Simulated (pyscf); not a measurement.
C₂H₅BO (SMILES B1CCO1) -> HB=O (SMILES B=O) + H₂C=CH₂ (SMILES C=C) (cycloreversion; singlet surface; B–C, C–O broken, none formed). Single points on ωB97X-D3(BJ)/def2-SVP structures (PySCF, gas phase). Correlated levels are frozen-core, on RHF or UHF. ΔMP2 is the change of the MP2 total energy from the triple- to the quadruple-zeta basis. Energies in kcal/mol from the reactant's lowest minimum found.

| level | barrier | reaction energy |
|---|---|---|
| ωB97X-D3(BJ)/def2-TZVP | 39.5 | +8.2 |
| PBE/def2-TZVP | 32.7 | +5.7 |
| PBE0-D3(BJ)/def2-TZVP | 37.9 | +11.1 |
| M06-2X/def2-TZVP | 38.3 | +6.5 |
| MP2/def2-QZVPP | 35.9 | +2.2 |
| CCSD/def2-TZVPP | 40.3 | +2.8 |
| CCSD(T)/def2-TZVPP + ΔMP2(QZVPP) | [?] | [?] |

Problem. Complete the blanks.

Solution. 
- CCSD(T)/def2-TZVPP + ΔMP2(QZVPP), barrier: 37.1
- CCSD(T)/def2-TZVPP + ΔMP2(QZVPP), reaction energy: +2.1

Of the functionals in the table, PBE0-D3(BJ) is closest to CCSD(T)/def2-TZVPP + ΔMP2(QZVPP) in the barrier (0.8 kcal/mol apart) and PBE least close (4.4 kcal/mol); that level has limits of its own. cyclic C₂H₅BO (SMILES B1CCO1) lies 35.1 kcal/mol over its isomer H₃C–CH₂–B=O (electronic energy, ωB97M-D3(BJ)). One saddle was located; it need not be the lowest between these sides. The CCSD(T) − MP2 part came from Ansatz, without density fitting, on the same reference.
